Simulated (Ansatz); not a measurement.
# CHAlN (doublet): from Hartree-Fock to the top rungs, cc-pVDZ

The task here is to estimate one member of a computed series from the others.

The runs use Ansatz 0.2.0, Gaussian basis; cc-pVDZ, core rule «outside noble gas», up to 7 orbitals frozen.

Plan: UHF; CCSD(T) on ROHF; CCSD(T) on UHF; BCCD(T) on ROHF; CISD; CCSDT(Q) on ROHF; CCSDT(Q) on UHF; CASSCF and MRCISD+Q, 9 electrons in 9 orbitals; CASSCF and NEVPT2, 9 electrons in 9 orbitals.

19 further runs of the same task are left out: 9 that didn't finish, 10 set aside as unsound or not needed.

### The system

The geometry is a PBE0/def2-TZVP stationary point (not a proven minimum).

4 atoms, charge 0, spin multiplicity 2.

Atoms are counted from 1 here; the program's logs count them from 0.

Bond lengths: Al1–N2 1.833 Å, N2–C3 1.207 Å, C3–H4 1.103 Å. Angles: Al1–N2–C3 173.8°, N2–C3–H4 130.3°.

As a file:

```xyz
4

Al    0.0000   -0.1140    2.1755
N     0.0001   -0.1231    0.3423
C     0.0000   -0.2593   -0.8572
H     0.0000    0.4963   -1.6606
```

Set-up of the first run:

File in.yaml:

```yaml
crystal:
  periodic: [false, false, false]
  atoms:
    - {symbol: Al, position_ang: [-0.000006, -0.113958, 2.175529]}
    - {symbol: N, position_ang: [0.000059, -0.123062, 0.342317]}
    - {symbol: C, position_ang: [-0.000023, -0.259290, -0.857208]}
    - {symbol: H, position_ang: [-0.000030, 0.496310, -1.660638]}
basis:
  gaussian: {orbitals: cc-pVDZ}
magnetization: {spin_polarized: true, initial_magnetization: 1}
hamiltonian: {xc: hf}
output: {orbitals: {seedname: orbitals}}
```

Command:

```
> ansatz run in.yaml --threads 1 --pin off --events-out ev --progress --plain --max-ram 2393MiB
```

Among the steps run: UHF; CCSD(T) on ROHF; CCSD(T) on UHF; BCCD(T) on ROHF; CISD; CCSDT(Q) on ROHF; CCSDT(Q) on UHF; CASSCF and MRCISD+Q, 9 electrons in 9 orbitals; CASSCF and NEVPT2, 9 electrons in 9 orbitals.

One of the session's tables, all rows but one given; the rest of the session is left out.

| method | from UCCSDT(Q) (meV) |
| --- | --- |
| ROHF | +9849.6 |
| UHF | +9725.7 |
| RMP2 | +1120.6 |
| UMP2 | +1178.8 |
| CISD | +1467.0 |
| RCCSD | +453.8 |
| UCCSD | +447.8 |
| RCCSD(T) | +63.6 |
| UCCSD(T) | +65.5 |
| BCCD(T) | +62.7 |
| RCCSDT | +40.7 |
| UCCSDT | +39.8 |
| RCCSDT(Q) | +3.4 |
| UCCSDT(Q) | 0 |
| CASSCF frontier | ? |
| MRCISD frontier | +688.8 |
| MRCISD+Q frontier | +108.9 |

**Question.** Estimate the row for CASSCF frontier.

**Answer.** from UCCSDT(Q) (meV): +6373.6. In the column «from UCCSDT(Q) (meV)» it lies between CISD (+1467.0) and UHF (+9725.7).

Not comparable, so not listed: CASSCF and NEVPT2, 9 electrons in 9 orbitals (they don't share determinant, frozen orbitals or solution with the rows shown, or repeat one).

Limits of these values: Restricted and unrestricted rows rest on different reference determinants; where their highest levels disagree by more than a few hundredths of an eV, they describe different states and don't form one ladder. Warnings in the runs' records: passed over end.
